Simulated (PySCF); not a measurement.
## Frontier levels across methods

Compound: thioacetamide, C2H5NS.
SMILES with atom numbers: `[CH3:1][C:2]([NH2:3])=[S:4]` (hydrogens: H5, H6, H7 on C1; H8, H9 on N3)

Cartesian coordinates in Å at the PBE0-D3(BJ)/def2-SVP level; atoms count from 1:
```
atom  x, y, z in Å
C1    -0.701    0.367   -0.767
C2    -0.137   -0.119    0.540
N3     1.174   -0.404    0.529
S4    -1.068   -0.289    1.892
H5    -1.152    1.358   -0.620
H6     0.049    0.428   -1.570
H7    -1.511   -0.306   -1.083
H8     1.606   -0.736    1.383
H9     1.740   -0.299   -0.303
```

Basis pcSseg-2 throughout (PySCF), one geometry. Geometry: PBE0-D3(BJ)/def2-SVP; no solvent, vibrations or thermal averaging.

How do the orbital energies, the gap and the dipole change with the method?

```
   method                    kind  HOMO (eV)  LUMO (eV)  gap (eV)  μ (D)  SCF cycles
     BLYP                     GGA      -4.75      -1.67      3.08   4.43          16
    B97-D                     GGA      -4.86      -1.71      3.15   4.51          16
     OPBE                     GGA      -4.88      -1.71      3.17   4.53          16
      PBE                     GGA      -4.90      -1.79      3.11   4.47          15
      KT3                     GGA      -4.99      -1.76      3.23   4.41          16
     BP86                     GGA      -5.00      -1.88      3.12   4.49          16
      KT2                     GGA      -5.01      -1.76      3.25   4.42          16
      LDA                     LDA      -5.04      -1.98      3.05   4.47          15
    B97-2           global hybrid      -5.83      -0.92      4.91   4.62          13
    B3LYP           global hybrid      -5.85      -1.09      4.76   4.55          14
     PBE0           global hybrid      -6.08      -0.88      5.21   4.62          14
 mPW1PW91           global hybrid      -6.10      -0.89      5.21   4.62          14
BHandHLYP           global hybrid      -7.13       0.18      7.32   4.73          13
CAM-B3LYP  range-separated hybrid      -7.40       0.23      7.63   4.65          14
  wB97X-D  range-separated hybrid      -7.93       0.89      8.82   4.73          15
  LC-wPBE  range-separated hybrid      -8.78       1.30     10.08   4.78          15
       HF            Hartree–Fock      -8.78       2.20     10.98   5.10          12
```

The HOMO spans 4.03 eV, from BLYP down to HF, and the gap runs from 3.05 eV (LDA) to 10.98 eV (HF). Over the methods BLYP (0 %), B97-D (0 %), OPBE (0 %), PBE (0 %), KT3 (0 %), BP86 (0 %), KT2 (0 %), LDA (0 %), B97-2 (21 %), B3LYP (20 %), PBE0 (25 %), mPW1PW91 (25 %), BHandHLYP (50 %), HF (100 %), a straight line through the gap against the share of exact exchange rises by 0.79 eV for each 10 % (correlation coefficient 0.999). The dipole ranges from 4.41 D (KT3) to 5.10 D (HF). This basis has no diffuse functions.

The vertical ΔSCF ionisation energy at B3LYP/def2-SVPD is 8.38 eV; −ε(HOMO) comes closest to it with LC-wPBE (8.78 eV) and HF (8.78 eV).
